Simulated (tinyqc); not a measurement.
Worked calculation (part 2 of 2): UHF in the sto-6g basis, for OH+, spin multiplicity 3. This run ends on a higher stationary point, not on the lowest solution. Computed by tinyqc, a small Python program that keeps every step (integrals from PySCF). Command: `OMP_NUM_THREADS=1 python tinyqc.py 29552 29553 out.jsonl` (the two numbers bound the seeds that draw the settings). One thread of a shared host (Intel(R) Xeon(R) Processor @ 2.60GHz), about 0.7 s of CPU time with the checks.

Geometry (angstrom):
```
atom         x         y         z
O     0.000000  0.000000  0.000000
H     0.000000  0.000000  1.855000
```

## Iteration 3: building the Fock matrix

D(alpha) after iteration 2, lower triangle:
```
            1O 1s      1O 2s    1O 2px    1O 2py     1O 2pz     2H 1s
1O 1s    1.056576
1O 2s   -0.244885   1.059953
1O 2px   0.000000   0.000000  1.000000
1O 2py   0.000000   0.000000  0.000000  1.000000
1O 2pz  -0.000467   0.002061  0.000000  0.000000   1.000396
2H 1s    0.004052  -0.017394  0.000000  0.000000  -0.001850  0.000289
```

D(beta) after iteration 2, lower triangle:
```
            1O 1s      1O 2s    1O 2px    1O 2py    1O 2pz     2H 1s
1O 1s    1.056478
1O 2s   -0.244375   1.057348
1O 2px   0.000000   0.000000  0.955824
1O 2py   0.000000   0.000000  0.205486  0.044176
1O 2pz   0.003677  -0.015917  0.000000  0.000000  0.000240
2H 1s    0.001393  -0.005516  0.000000  0.000000  0.000083  0.000029
```

core Hamiltonian H = T + V (hartree), lower triangle:
```
             1O 1s      1O 2s     1O 2px     1O 2py     1O 2pz      2H 1s
1O 1s   -32.216389
1O 2s    -7.113244  -8.442984
1O 2px    0.000000   0.000000  -6.747026
1O 2py    0.000000   0.000000   0.000000  -6.747026
1O 2pz   -0.004373  -0.052188   0.000000   0.000000  -6.767631
2H 1s    -0.214571  -0.637589   0.000000   0.000000  -0.552973  -2.751164
```

Two-electron integrals (ij|kl) in chemists' order, unique and non-zero (hartree):
```
(11|11) 4.787491   (21|11) 0.675884   (21|21) 0.121505   (22|11) 1.117379
(22|21) 0.249212   (22|22) 0.817383   (31|31) 0.025762   (32|31) 0.039145
(32|32) 0.180664   (33|11) 1.117381   (33|21) 0.249212   (33|22) 0.817382
(33|33) 0.880663   (41|41) 0.025762   (42|41) 0.039145   (42|42) 0.180664
(43|43) 0.047461   (44|11) 1.117381   (44|21) 0.249212   (44|22) 0.817382
(44|33) 0.785741   (44|44) 0.880663   (51|51) 0.025762   (52|51) 0.039145
(52|52) 0.180664   (53|53) 0.047461   (54|54) 0.047461   (55|11) 1.117381
(55|21) 0.249212   (55|22) 0.817382   (55|33) 0.785741   (55|44) 0.785741
(55|55) 0.880663   (61|11) 0.021420   (61|21) 0.003700   (61|22) 0.007454
(61|33) 0.007439   (61|44) 0.007439   (61|51) 0.000183   (61|52) 0.000362
(61|55) 0.007483   (61|61) 0.000115   (62|11) 0.070837   (62|21) 0.016113
(62|22) 0.061068   (62|33) 0.060020   (62|44) 0.060020   (62|51) 0.001276
(62|52) 0.010551   (62|55) 0.063165   (62|61) 0.000496   (62|62) 0.006637
(63|31) 0.001516   (63|32) 0.009350   (63|53) 0.002039   (63|63) 0.000784
(64|41) 0.001516   (64|42) 0.009350   (64|54) 0.002039   (64|64) 0.000784
(65|11) 0.060605   (65|21) 0.013941   (65|22) 0.056047   (65|33) 0.053895
(65|44) 0.053895   (65|51) 0.002388   (65|52) 0.017681   (65|55) 0.060351
(65|61) 0.000442   (65|62) 0.007368   (65|65) 0.008814   (66|11) 0.285004
(66|21) 0.065869   (66|22) 0.284373   (66|33) 0.277970   (66|44) 0.277970
(66|51) 0.004333   (66|52) 0.051011   (66|55) 0.297176   (66|61) 0.002022
(66|62) 0.045691   (66|65) 0.056962   (66|66) 0.774999
```

nuclear repulsion = 2.28216587 hartree

J_ij = sum D_kl (ij|kl) with D = D(alpha) + D(beta), K_ij = sum D_kl (ik|jl) for each spin; F = H + J - K(s); E = tr D H + tr D J / 2 - 0.5 sum_s tr D(s) K(s) + E_nn.

Coulomb J (hartree), lower triangle:
```
            1O 1s      1O 2s    1O 2px    1O 2py    1O 2pz     2H 1s
1O 1s   16.287792
1O 2s    2.833225   7.115092
1O 2px   0.000000   0.000000  7.174214
1O 2py   0.000000   0.000000  0.019505  7.087678
1O 2pz  -0.000983  -0.005281  0.000000  0.000000  7.083385
2H 1s    0.087198   0.505887  0.000000  0.000000  0.454343  2.267742
```

exchange K(alpha) (hartree), lower triangle:
```
           1O 1s     1O 2s    1O 2px    1O 2py    1O 2pz     2H 1s
1O 1s   4.933452
1O 2s   0.792231  1.412742
1O 2px  0.000000  0.000000  1.174827
1O 2py  0.000000  0.000000  0.000000  1.174827
1O 2pz  0.000040  0.000678  0.000000  0.000000  1.174661
2H 1s   0.026876  0.094498  0.000000  0.000000  0.074045  0.015767
```

exchange K(beta) (hartree), lower triangle:
```
            1O 1s      1O 2s    1O 2px    1O 2py    1O 2pz     2H 1s
1O 1s    4.881802
1O 2s    0.713937   1.050903
1O 2px   0.000000   0.000000  1.042879
1O 2py   0.000000   0.000000  0.171211  0.283292
1O 2pz  -0.000380  -0.015165  0.000000  0.000000  0.246604
2H 1s    0.022982   0.069561  0.000000  0.000000  0.011464  0.006984
```

F(alpha) (hartree), lower triangle:
```
             1O 1s      1O 2s     1O 2px     1O 2py     1O 2pz      2H 1s
1O 1s   -20.862049
1O 2s    -5.072251  -2.740634
1O 2px    0.000000   0.000000  -0.747639
1O 2py    0.000000   0.000000   0.019505  -0.834175
1O 2pz   -0.005396  -0.058147   0.000000   0.000000  -0.858907
2H 1s    -0.154248  -0.226200   0.000000   0.000000  -0.172674  -0.499189
```

F(beta) (hartree), lower triangle:
```
             1O 1s      1O 2s     1O 2px    1O 2py     1O 2pz      2H 1s
1O 1s   -20.810399
1O 2s    -4.993957  -2.378795
1O 2px    0.000000   0.000000  -0.615691
1O 2py    0.000000   0.000000  -0.151706  0.057361
1O 2pz   -0.004976  -0.042304   0.000000  0.000000   0.069149
2H 1s    -0.150354  -0.201262   0.000000  0.000000  -0.110093  -0.490406
```

total energy of this density = -74.50639034 hartree

## Iteration 3: DIIS over 3 matrices

error matrix X^T (FDS - SDF) X (alpha):
```
           1          2         3         4          5          6
1   0.000000   0.000572  0.000000  0.000000   0.000703  -0.018979
2  -0.000572   0.000000  0.000000  0.000000   0.000975   0.035094
3   0.000000   0.000000  0.000000  0.000000   0.000000   0.000000
4   0.000000   0.000000  0.000000  0.000000   0.000000   0.000000
5  -0.000703  -0.000975  0.000000  0.000000   0.000000   0.075511
6   0.018979  -0.035094  0.000000  0.000000  -0.075511   0.000000
```

B (overlaps of the stored error matrices), lower triangle:
```
                1              2              3
1   3.6653346e-02
2  -2.6273740e-03  3.9926500e-02
3  -2.3915297e-03  3.1206251e-02  2.5568709e-02
```

Minimise |sum c_i e_i|^2 with sum c_i = 1: solve [B -1; -1 0][c; lambda] = [0; -1] with B_ij = tr e_i^T e_j summed over both spins, and take F = sum c_i F_i.

DIIS coefficients: 0.308506  -1.240976  1.932470

extrapolated F(alpha) (hartree), lower triangle:
```
             1O 1s      1O 2s     1O 2px     1O 2py     1O 2pz      2H 1s
1O 1s   -22.169559
1O 2s    -5.243406  -3.219113
1O 2px    0.000000   0.000000  -1.266110
1O 2py    0.000000   0.000000   0.013488  -1.325949
1O 2pz    0.001093  -0.007648   0.000000   0.000000  -1.367471
2H 1s    -0.159606  -0.249721   0.000000   0.000000  -0.190753  -0.431225
```

extrapolated F(beta) (hartree), lower triangle:
```
             1O 1s      1O 2s     1O 2px     1O 2py     1O 2pz      2H 1s
1O 1s   -22.108318
1O 2s    -5.173471  -2.682380
1O 2px    0.000000   0.000000  -1.106864
1O 2py    0.000000   0.000000  -0.104904  -0.641453
1O 2pz   -0.000966  -0.046904   0.000000   0.000000  -0.398724
2H 1s    -0.155962  -0.215833   0.000000   0.000000  -0.124216  -0.420319
```

## Iteration 3: diagonalisation and new density

X, lower triangle:
```
            1O 1s      1O 2s    1O 2px    1O 2py     1O 2pz     2H 1s
1O 1s    1.020935
1O 2s   -0.120180   1.025310
1O 2px   0.000000   0.000000  1.000000
1O 2py   0.000000   0.000000  0.000000  1.000000
1O 2pz  -0.000580   0.004486  0.000000  0.000000   1.004514
2H 1s    0.006017  -0.054604  0.000000  0.000000  -0.055195  1.008815
```

Diagonalise F' = X^T F X, C = X C', fill 5 alpha and 3 beta electrons from the bottom; D(s) = C_occ C_occ^T. Each column has its largest component positive (the first on a tie).

F' = X^T F X (alpha) (hartree), lower triangle:
```
            1          2          3          4          5          6
1  -21.868953
2   -2.441626  -2.387545
3    0.000000   0.000000  -1.266110
4    0.000000   0.000000   0.013488  -1.325949
5   -0.000359  -0.002237   0.000000   0.000000  -1.360009
6    0.002158  -0.087043   0.000000   0.000000  -0.094805  -0.403212
```

orbital energies (alpha) (hartree): MO1 -22.170307, MO2 -2.090713, MO3 -1.369156, MO4 -1.328849, MO5 -1.263211, MO6 -0.389543

coefficients C (alpha):
```
              MO1        MO2        MO3        MO4       MO5        MO6
1O 1s    0.998528  -0.243709   0.003516   0.000000  0.000000   0.018025
1O 2s    0.006298   1.028088  -0.015937   0.000000  0.000000  -0.106991
1O 2px   0.000000   0.000000   0.000000  -0.210180  0.977663   0.000000
1O 2py   0.000000   0.000000   0.000000   0.977663  0.210180   0.000000
1O 2pz  -0.000016   0.011397   0.994346   0.000000  0.000000  -0.152520
2H 1s   -0.000324  -0.003109   0.043087   0.000000  0.000000   1.010894
```

F' = X^T F X (beta) (hartree), lower triangle:
```
            1          2          3          4          5          6
1  -21.814538
2   -2.440803  -1.843736
3    0.000000   0.000000  -1.106864
4    0.000000   0.000000  -0.104904  -0.641453
5    0.002125  -0.041197   0.000000   0.000000  -0.390198
6    0.001632  -0.079659   0.000000   0.000000  -0.079219  -0.398939
```

orbital energies (beta) (hartree): MO1 -22.108525, MO2 -1.557048, MO3 -1.129416, MO4 -0.618901, MO5 -0.467119, MO6 -0.314719

coefficients C (beta):
```
              MO1        MO2       MO3        MO4        MO5        MO6
1O 1s    0.999240  -0.240230  0.000000   0.000000   0.022566  -0.009436
1O 2s    0.003272   1.025199  0.000000   0.000000  -0.117262   0.062549
1O 2px   0.000000   0.000000  0.977663  -0.210180   0.000000   0.000000
1O 2py   0.000000   0.000000  0.210180   0.977663   0.000000   0.000000
1O 2pz   0.000072   0.040743  0.000000   0.000000   0.657737   0.760156
2H 1s   -0.000195   0.014635  0.000000   0.000000   0.687532  -0.742198
```

D(alpha) after iteration 3, lower triangle:
```
            1O 1s      1O 2s    1O 2px    1O 2py    1O 2pz     2H 1s
1O 1s    1.056464
1O 2s   -0.244321   1.057258
1O 2px   0.000000   0.000000  1.000000
1O 2py   0.000000   0.000000  0.000000  1.000000
1O 2pz   0.000703  -0.004129  0.000000  0.000000  0.988854
2H 1s    0.000586  -0.003885  0.000000  0.000000  0.042808  0.001866
```

D(beta) after iteration 3, lower triangle:
```
            1O 1s     1O 2s    1O 2px    1O 2py    1O 2pz     2H 1s
1O 1s    1.056191
1O 2s   -0.243013  1.051043
1O 2px   0.000000  0.000000  0.955824
1O 2py   0.000000  0.000000  0.205486  0.044176
1O 2pz  -0.009716  0.041770  0.000000  0.000000  0.001660
2H 1s   -0.003711  0.015003  0.000000  0.000000  0.000596  0.000214
```

## Iteration 11 (converged): orbitals

converged F(alpha) (hartree), lower triangle:
```
             1O 1s      1O 2s     1O 2px     1O 2py     1O 2pz      2H 1s
1O 1s   -21.068567
1O 2s    -5.109088  -2.828658
1O 2px    0.000000   0.000000  -0.861203
1O 2py    0.000000   0.000000   0.019505  -0.947738
1O 2pz   -0.000645   0.000841   0.000000   0.000000  -0.809691
2H 1s    -0.156272  -0.257622   0.000000   0.000000  -0.276180  -0.573003
```

converged F(beta) (hartree), lower triangle:
```
             1O 1s      1O 2s     1O 2px     1O 2py     1O 2pz      2H 1s
1O 1s   -21.023278
1O 2s    -5.040992  -2.503248
1O 2px    0.000000   0.000000  -0.739510
1O 2py    0.000000   0.000000  -0.151706  -0.066459
1O 2pz   -0.001925  -0.095252   0.000000   0.000000  -0.076116
2H 1s    -0.151485  -0.221758   0.000000   0.000000  -0.118766  -0.381515
```

As before.

F' = X^T F X (alpha) (hartree), lower triangle:
```
            1          2          3          4          5          6
1  -20.748649
2   -2.482552  -1.993637
3    0.000000   0.000000  -0.861203
4    0.000000   0.000000   0.019505  -0.947738
5   -0.004441   0.015701   0.000000   0.000000  -0.788050
6    0.007683  -0.110057   0.000000   0.000000  -0.205297  -0.534209
```

orbital energies (alpha) (hartree): MO1 -21.071696, MO2 -1.681181, MO3 -0.951932, MO4 -0.900520, MO5 -0.857009, MO6 -0.411148

coefficients C (alpha):
```
              MO1        MO2        MO3        MO4       MO5        MO6
1O 1s    0.996894  -0.249203   0.000000   0.014597  0.000000   0.026024
1O 2s    0.013113   1.022197   0.000000  -0.073509  0.000000  -0.135064
1O 2px   0.000000   0.000000  -0.210180   0.000000  0.977663   0.000000
1O 2py   0.000000   0.000000   0.977663   0.000000  0.210180   0.000000
1O 2pz   0.000107   0.003353   0.000000   0.854987  0.000000  -0.530191
2H 1s   -0.000762   0.042264   0.000000   0.435356  0.000000   0.912387
```

F' = X^T F X (beta) (hartree), lower triangle:
```
            1          2          3          4          5          6
1  -20.713453
2   -2.455709  -1.672000
3    0.000000   0.000000  -0.739510
4    0.000000   0.000000  -0.151706  -0.066459
5    0.006395  -0.088491   0.000000   0.000000  -0.065584
6    0.007295  -0.094910   0.000000   0.000000  -0.091158  -0.358169
```

orbital energies (beta) (hartree): MO1 -21.025060, MO2 -1.376509, MO3 -0.772124, MO4 -0.370842, MO5 -0.036795, MO6 -0.033845

coefficients C (beta):
```
              MO1        MO2       MO3        MO4        MO5        MO6
1O 1s    0.997687  -0.245322  0.000000   0.033838   0.009081   0.000000
1O 2s    0.009833   1.019254  0.000000  -0.169997  -0.028840   0.000000
1O 2px   0.000000   0.000000  0.977663   0.000000   0.000000  -0.210180
1O 2py   0.000000   0.000000  0.210180   0.000000   0.000000   0.977663
1O 2pz   0.000207   0.073306  0.000000   0.201066   0.983013   0.000000
2H 1s   -0.000686   0.041552  0.000000   0.961283  -0.313018   0.000000
```

D(alpha) after iteration 11, lower triangle:
```
            1O 1s      1O 2s    1O 2px    1O 2py    1O 2pz     2H 1s
1O 1s    1.056112
1O 2s   -0.242735   1.050463
1O 2px   0.000000   0.000000  1.000000
1O 2py   0.000000   0.000000  0.000000  1.000000
1O 2pz   0.011751  -0.059421  0.000000  0.000000  0.731014
2H 1s   -0.004937   0.011189  0.000000  0.000000  0.372365  0.191321
```

D(beta) after iteration 11, lower triangle:
```
            1O 1s     1O 2s    1O 2px    1O 2py    1O 2pz     2H 1s
1O 1s    1.055562
1O 2s   -0.240235  1.038975
1O 2px   0.000000  0.000000  0.955824
1O 2py   0.000000  0.000000  0.205486  0.044176
1O 2pz  -0.017777  0.074719  0.000000  0.000000  0.005374
2H 1s   -0.010879  0.042346  0.000000  0.000000  0.003046  0.001727
```

## Convergence

Stop when the energy changes by less than 1e-08 hartree and every element of the error matrix X^T (F D S - S D F) X (for each spin) is below 3e-05.

Course of the cycle:
```
iteration   E (hartree)     change  largest element of the error matrix
1          -28.66836820          -                             1.22e-01
2          -74.49355213  -4.58e+01                             9.13e-02
3          -74.50639034  -1.28e-02                             7.55e-02
4          -74.52009974  -1.37e-02                             7.00e-02
5          -74.52549796  -5.40e-03                             6.62e-02
6          -74.54849114  -2.30e-02                             2.95e-02
7          -74.55298298  -4.49e-03                             6.36e-03
8          -74.55313449  -1.52e-04                             2.28e-03
9          -74.55315289  -1.84e-05                             7.16e-04
10         -74.55315396  -1.06e-06                             2.34e-05
11         -74.55315396  -2.54e-09                             5.61e-07
```

PySCF UHF in the same basis, after a stability check = -74.60660830 hartree

Converged in 11 iterations. But the solution lies 0.05345 hartree above the reference: it is another stationary point, not the lowest one. Reruns (cap 100 unless said): damping 0.5: converged in 44 to a higher stationary point; level shift 0.5: converged in 74 to a higher stationary point; atomic densities as start, DIIS 8: converged in 16.

## Populations, bond orders and dipole

overlap S, lower triangle:
```
           1O 1s     1O 2s    1O 2px    1O 2py    1O 2pz     2H 1s
1O 1s   1.000000
1O 2s   0.231145  1.000000
1O 2px  0.000000  0.000000  1.000000
1O 2py  0.000000  0.000000  0.000000  1.000000
1O 2pz  0.000000  0.000000  0.000000  0.000000  1.000000
2H 1s   0.006926  0.105194  0.000000  0.000000  0.108788  1.000000
```

Mulliken: Z minus the diagonal of D S on the atom; Loewdin: the same with S^(1/2) D S^(1/2); Mayer order: 2 sum_s sum (D(s) S)_ij (D(s) S)_ji over the two atoms.

Charges (e):
```
atom  Mulliken   Loewdin  Mulliken spin
1O    0.239411  0.246519       1.773464
2H    0.760589  0.753481       0.226536
```

Mayer bond orders:
```
pair     order
2-1   0.370186
```

dipole moment about the origin, x y z (debye): 0.000000  0.000000  6.700530

<S^2> of the determinant (pure state: 2) = 2.000939
